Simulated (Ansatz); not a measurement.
```yaml
crystal:
  periodic: [true, true, true]
  atoms:
    - {symbol: N, position_ang: [-0.987945, 1.082066, -0.389480]}
    - {symbol: C, position_ang: [-0.144881, 0.543962, 0.378292]}
    - {symbol: C, position_ang: [0.556192, -0.747016, 0.045339]}
    - {symbol: O, position_ang: [0.348235, -1.338572, -0.977750]}
    - {symbol: H, position_ang: [-1.090597, 0.499638, -1.229119]}
    - {symbol: H, position_ang: [0.102394, 1.017877, 1.330914]}
    - {symbol: H, position_ang: [1.277801, -1.125955, 0.796102]}
basis:
  gaussian: {orbitals: aug-cc-pVDZ}
hamiltonian: {xc: {name: RPBE}}
output: {forces: true}
```

```sh
$ ansatz run in.yaml --threads 2 --pin off --events-out ev --progress --plain --max-ram 4352MiB
```

Q: How does Ansatz answer? (Estimate.)

A: Computed: The input was rejected before any iteration.
```
Error: YAML parse error: error: line 2 column 3: crystal: missing field `lattice` (a structure is typed as `lattice` and `atoms`, a molecule's as `atoms` in Å alone, or read from a run's directory, `checkpoint`)
 --> <input>:2:3
1 | crystal:
2 |   periodic: [true, true, true]
3 |   atoms:
4 |     - {symbol: N, position_ang: [-0.987945, 1.082066, -0.389480]}
```
